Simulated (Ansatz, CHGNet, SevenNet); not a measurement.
Candidate structures of BN, relaxed level by level: cubic BN; hexagonal BN; wurtzite BN (high-pressure phase). Levels: the machine-learned potential CHGNet-r²SCAN (trained on r²SCAN data), the machine-learned potential SevenNet-l3i5 (trained on PBE and PBE+U data), LDA (Ansatz, a quantum-chemistry and plane-wave program, plane waves, PAW), r²SCAN in Ansatz (PAW).

Problem. Rank the structures in energy at 0 K, level by level.

Solution. Lowest: CHGNet-r²SCAN, hexagonal BN; SevenNet-l3i5, hexagonal BN; LDA, cubic BN; r²SCAN, hexagonal BN. Energies above the lowest of these candidates, meV/atom:

```
structure                          CHGNet-r²SCAN  SevenNet-l3i5  LDA  r²SCAN
---------------------------------  -------------  -------------  ---  ------
hexagonal BN                                   0              0   61       0
cubic BN                                      49             75    0      59
wurtzite BN (high-pressure phase)             69             93   18      78
```

The levels disagree on the lowest structure.

Started from a measured cell: wurtzite BN (high-pressure phase); cubic BN; hexagonal BN.

Static-lattice energies; unlike cells have unlike k meshes, which leaves some meV/atom of uncertainty, and other structures than these can lie lower.

Note: LDA has no dispersion term either, though it tends to give short spacings of layers, chains or molecules. Note: the cell comes from a level without a dispersion term, which matters for the spacing of layers, chains or molecules.

Machine-learned potentials (CHGNet-r²SCAN, SevenNet-l3i5) are trained on DFT data: a solid inside that data is no test of them.
